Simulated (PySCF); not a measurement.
Fill in the blanks.

Compound: 2,2-dimethylbutane, C₆H₁₄.
SMILES: `CC(C)(C)CC`

Conformer (atom-mapped SMILES and torsion angles): `[CH3:1][CH2:2][C:3]([CH3:4])([CH3:5])[CH3:6]`: C1–C2–C3–C4 180°.

```tsv
property	level	value
point group of the GFN2-xTB geometry	GFN2-xTB	Cs
rotational constants A, B, C of the GFN2-xTB geometry	GFN2-xTB	4.330, 2.522, 2.511 GHz
dipole moment	CAM-B3LYP/def2-SVPD	0.05 D
HOMO energy	CAM-B3LYP/def2-SVPD	?
LUMO energy	CAM-B3LYP/def2-SVPD	1.31 eV
lowest singlet excitation	TDDFT CAM-B3LYP/def2-SVPD	?
strongest line among the 8 lowest singlet transitions	TDDFT CAM-B3LYP/def2-SVPD	?
lowest triplet excitation (Tamm–Dancoff)	TDA CAM-B3LYP/def2-SVPD	8.43 eV
static isotropic polarisability	CAM-B3LYP/def2-SVPD	?
electronic spatial extent ⟨r²⟩ about the centre of nuclear charge	CAM-B3LYP/def2-SVPD	696 bohr²
13C chemical shifts (computed TMS as zero) by class	GIAO PBE0/pcSseg-1	?
1H chemical shifts (computed TMS as zero) by class	GIAO PBE0/pcSseg-1	?
largest of the computed one-bond spin–spin couplings (means over like bonds)	B3LYP/pcJ-1, spin–dipole term left out	13C–1H +131.1 (×3), 13C–1H +130.9 (×2), 13C–1H +130.8 (×9), 13C–13C +34.9, 13C–13C +34.9 (×3), 13C–13C +34.2 Hz
```

Gas-phase values; electronic properties from PySCF, density fitting. Isolated species at its GFN2-xTB geometry, gas phase. NMR classes are plain means over equivalent atoms (diastereotopic ones count apart unless rotation or inversion swaps them), as if these changed places fast; in this geometry the members of some classes differ.

Task: The static isotropic polarisability?

Result: 73.8 au.

Task: Give the 1H chemical shifts (computed TMS as zero) by class.

Result: 1.24 (2 H), 0.98 (3 H), 0.93 (9 H) ppm.

Task: Give the lowest singlet excitation.

Result: 8.61 eV (144 nm, f = 0.027).

Task: The strongest line among the 8 lowest singlet transitions?

Result: S5 at 9.42 eV (132 nm, f = 0.077).

Task: The 13C chemical shifts (computed TMS as zero) by class?

Result: 40.4 (1 C), 32.3 (1 C), 30.7 (3 C), 10.9 (1 C) ppm.

Task: Give the HOMO energy.

Result: -10.10 eV.

The rotational constants make it an asymmetric top with κ = (2B − A − C)/(A − C) = -0.99, nearer the prolate limit (−1). No computed singlet falls in the visible range (750 to 380 nm, 1.65 to 3.26 eV); S1 lies 5.35 eV above its blue end. With B = h/(8π²I), that is 505.379 GHz u Å² over I, the principal moments of inertia are 116.7, 200.4 and 201.3 u Å² (most abundant isotopes); the inertial defect Ic − Ia − Ib is -115.8 u Å² (zero for a rigid planar frame, negative otherwise). The principal polarisabilities are 71.4, 71.6 and 78.4 au; their mean is the isotropic value. The polarisability is 10.94 Å³ as a volume (1 au = 0.148185 Å³), or 1.48 au for each of the 50 electrons. The vertical singlet–triplet gap S1 − T1 is 0.18 eV (TDDFT singlet less Tamm–Dancoff triplet; S1: HOMO→LUMO, weight 0.94; T1: HOMO→LUMO, weight 0.88).

For the NMR shielding job (PBE0/pcSseg-1), hardware: one thread of an x86-64 server, shared host. Cost: 23 s.
